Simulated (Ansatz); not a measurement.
# Worked example: correlation energy of PH⁻, quartet

Geometry: that of the PH⁻, doublet, kept fixed. The doublet lies 1.6 eV lower here.

```yaml
atoms:
  - { symbol: P, position_ang: [0.0000, 0.0000, 0.0000] }
  - { symbol: H, position_ang: [0.0000, 0.0000, 1.4426] }
```

Basis aug-cc-pVDZ; Ansatz 0.2.0. Only valence electrons are correlated (noble-gas cores frozen), which leaves 7 electrons in 31 orbitals. Prefix R: restricted or restricted open-shell reference; prefix U: unrestricted. This anion state lies near or above the neutral species, so the extra electron is weakly bound or unbound and the energies hang on the diffuse functions.

Full CI is exact within this basis and frozen core; it isn't the basis-set limit. The frozen core follows each run's orbitals, which can shift R against U totals by a few meV.

Runs differ by some tens of microhartree through their thresholds and, for an open shell, their frozen cores, so steps under 0.1 kcal/mol mean nothing.

```tsv
level	total energy (hartree)
UHF	-341.248440
UMP2	-341.341144
UCCSD	-341.365716
UCCSD(T)	-341.369041
UCCSDT	-341.369818
UCCSDT(Q)	-341.369971
UCCSDTQ	-341.369996
full CI	-341.369988
```

Q: What is the correlation energy at full CI, and what share of it do UMP2 and UCCSD(T) recover?

A: E(corr) = -341.369988 − (-341.248440) = -0.121548 hartree = -3.307 eV. UMP2: -0.092704 / -0.121548 = 76.27 %. UCCSD(T): -0.120601 / -0.121548 = 99.22 %.

Q: By how many kcal/mol does UCCSD(T) miss full CI (1 hartree = 627.509 kcal/mol), and which steps make up the rest?

A: -341.369041 − (-341.369988) = 0.000947 hartree = 0.59 kcal/mol. Steps: UCCSDT − UCCSD(T) = -0.49, UCCSDT(Q) − UCCSDT = -0.10, UCCSDTQ − UCCSDT(Q) = -0.02, full CI − UCCSDTQ = 0.01 kcal/mol. That is within 1 kcal/mol of the reference in this basis, which itself misses far more of the correlation at the basis-set limit.
